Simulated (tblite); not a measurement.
C5H9N.
SMILES with atom numbers: `[CH2:1]=[N:2]/[CH:3]=[CH:4]/[CH2:5][CH3:6]` (hydrogens: H7, H8 on C1; H9 on C3; H10 on C4; H11, H12 on C5; H13, H14, H15 on C6)

Computed with GFN2-xTB (tblite), gas phase: L-BFGS steps from a force-field or distance-geometry start until the largest atomic force falls under 0.01 eV/Å.

At the end of the run (lengths in Å): N2–C3 1.378, C1=N2 1.260, C6–H13 1.088, C6–H15 1.088, C5–H11 1.095, C1–H8 1.079, C5–H12 1.092, C4–C5–C6 111.1°, N2–C3–C4 120.3°, C1–N2–C3 120.2°, C3–C4–C5 124.8°, C1–N2–C3–C4 -179°, N2–C3–C4–C5 180°, C3–C4–C5–C6 122°, H9–C3–N2–C1 1°, H11–C5–C6–H13 -61°.

Question: These geometries were met on the way; a selection of coordinates is given. Order them by energy above the end point, lowest first.
A. N2–C3 1.380, C1=N2 1.254, C6–H13 1.088, C6–H15 1.088, C5–H11 1.091, C1–H8 1.079, C5–H12 1.091, C4–C5–C6 107.4°, N2–C3–C4 119.2°, C1–N2–C3 122.2°, C3–C4–C5 125.8°, C1–N2–C3–C4 -141°, N2–C3–C4–C5 -177°, C3–C4–C5–C6 119°, H9–C3–N2–C1 39°, H11–C5–C6–H13 -82°
B. N2–C3 1.381, C1=N2 1.257, C6–H13 1.088, C6–H15 1.088, C5–H11 1.097, C1–H8 1.079, C5–H12 1.095, C4–C5–C6 111.2°, N2–C3–C4 119.4°, C1–N2–C3 122.8°, C3–C4–C5 127.6°, C1–N2–C3–C4 -151°, N2–C3–C4–C5 -178°, C3–C4–C5–C6 121°, H9–C3–N2–C1 30°, H11–C5–C6–H13 -75°
C. N2–C3 1.377, C1=N2 1.259, C6–H13 1.087, C6–H15 1.087, C5–H11 1.095, C1–H8 1.078, C5–H12 1.090, C4–C5–C6 112.4°, N2–C3–C4 119.5°, C1–N2–C3 122.8°, C3–C4–C5 125.9°, C1–N2–C3–C4 -161°, N2–C3–C4–C5 178°, C3–C4–C5–C6 126°, H9–C3–N2–C1 20°, H11–C5–C6–H13 -69°
D. N2–C3 1.369, C1=N2 1.261, C6–H13 1.097, C6–H15 1.092, C5–H11 1.102, C1–H8 1.080, C5–H12 1.096, C4–C5–C6 104.3°, N2–C3–C4 119.0°, C1–N2–C3 124.2°, C3–C4–C5 125.3°, C1–N2–C3–C4 -140°, N2–C3–C4–C5 -179°, C3–C4–C5–C6 120°, H9–C3–N2–C1 39°, H11–C5–C6–H13 -84°
E. N2–C3 1.435, C1=N2 1.299, C6–H13 1.126, C6–H15 1.118, C5–H11 1.118, C1–H8 1.102, C5–H12 1.115, C4–C5–C6 103.3°, N2–C3–C4 114.3°, C1–N2–C3 119.9°, C3–C4–C5 122.2°, C1–N2–C3–C4 -142°, N2–C3–C4–C5 180°, C3–C4–C5–C6 121°, H9–C3–N2–C1 39°, H11–C5–C6–H13 -85°

Answer: C (0.045 eV), B (0.078 eV), A (0.130 eV), D (0.217 eV), E (0.451 eV).

| step | E above end (eV) | rms distance from the end, all atoms (Å) | largest force (eV/Å) | rms shift of all bonds from the end (Å) |
| --- | --- | --- | --- | --- |
| 26 | 0.045 | 0.198 | 0.196 | 0.001 |
| 19 | 0.078 | 0.267 | 0.157 | 0.003 |
| 7 | 0.130 | 0.327 | 0.227 | 0.003 |
| 2 | 0.217 | 0.338 | 0.691 | 0.007 |
| 0 | 0.451 | 0.343 | 2.902 | 0.026 |

Rows stand in the order of the answer.
